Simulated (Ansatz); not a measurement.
The input, for Ansatz 0.2.0:

```yaml
crystal:
  periodic: [false, false, false]
  atoms:
    - {symbol: Si, position_ang: [0.000000, -0.037166, 1.284537]}
    - {symbol: Al, position_ang: [0.000000, -0.010494, -1.353328]}
    - {symbol: H, position_ang: [0.000000, 1.316518, 0.434556]}
basis:
  gaussian: {orbitals: 6-31G}
magnetization: {spin_polarized: false, initial_magnetization: 2}
correlation: {active_space: {window: {electrons: 4, orbitals: 6}, fixed_orbitals: true, states: [{multiplicity: 3, weights: [0.5, 0.5, 0.5]}]}}
```

```sh
$ ansatz run in.yaml --threads 1 --pin off --events-out ev --progress --plain --max-ram 2393MiB
```

(1) Roughly how long does this take on 1 thread of Intel Xeon Platinum 8259CL, shared host, and how much host memory?

```
567 factors; integrals over basis functions are off by at most 1.0e-7 eV
mean field evaluation 1: about -14456.6193 eV, gradient 5.5e0 eV
mean field evaluation 2: about -14456.6214 eV, gradient 5.5e0 eV
mean field evaluation 4: about -14456.9945 eV, gradient 1.2e0 eV
mean field evaluation 8: about -14457.0302 eV, gradient 1.2e-2 eV
mean field -14457.03015451 eV, -531.2860588511 hartree, gradient 2.1e-6 eV, S^2 2.000000; 0 other end points of the search recorded, 0 dependent functions left out
reference -14457.03015451 eV, -531.2860588511 hartree; 15, 13 occupied and 13, 15 virtual orbitals, 567 factors
state -14457.17605397 eV, -531.2914205574 hartree
state -14454.35659859 eV, -531.1878074834 hartree
state -14454.29182412 eV, -531.1854270657 hartree
Total energy: -14455.27482556 eV, -531.2215517022 hartree
```

Natural occupations, averaged over the states: 1.8073 0.8657 0.8089 0.4708 0.0403 0.0070.

The total printed last is the weighted mean of the 3 states, 1.901 eV above the lowest of them, and is no single state's energy.

Answers

(1) 0.87 s wall and 0.09 GiB.
